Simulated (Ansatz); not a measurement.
Start from `CC(=S)CF` and change one atom or group to get `FCC(=S)S`.

Ansatz, PBE0-D4/def2-TZVP geometries, multiplicity 1. Each molecule was computed in one conformer, which needn't be the lowest.

```tsv
property	`CC(=S)CF`
HOMO energy (B3LYP/def2-TZVPP) / eV	-6.42
zero-point energy (PBE0-D4/def2-TZVP) / kJ/mol	196.4
size of the dipole moment (PBE/def2-TZVPP) / D	1.11
HOMO–LUMO gap (PBE/def2-TZVPP) / eV	2.31
HOMO–LUMO gap (B3LYP/def2-TZVPP) / eV	4.02
HOMO energy (ωB97M-V/def2-TZVPP) / eV	-8.88
```

Question: Give the same properties after the change, and the shifts. (Estimate.)

Answer: The calculation gave: 
```csv
property,`FCC(=S)S`,shift
HOMO energy (B3LYP/def2-TZVPP) / eV,-6.61,-0.19
zero-point energy (PBE0-D4/def2-TZVP) / kJ/mol,124.2,-72.2
size of the dipole moment (PBE/def2-TZVPP) / D,1.81,0.70
HOMO–LUMO gap (PBE/def2-TZVPP) / eV,2.53,0.22
HOMO–LUMO gap (B3LYP/def2-TZVPP) / eV,4.12,0.10
HOMO energy (ωB97M-V/def2-TZVPP) / eV,-9.03,-0.15
```

With PBE0 the HOMO falls by 0.19 eV and the LUMO falls by 0.11 eV, so the gap widens by about 0.08 eV. PBE moves the HOMO by -0.22 eV and ωB97M-V by -0.15 eV. The zero-point energy changes by -72.2 kJ/mol with -6 modes. Dipoles are sizes alone; their direction can turn.

B3LYP here is the variant with VWN-RPA as its local correlation; programs differ in this.
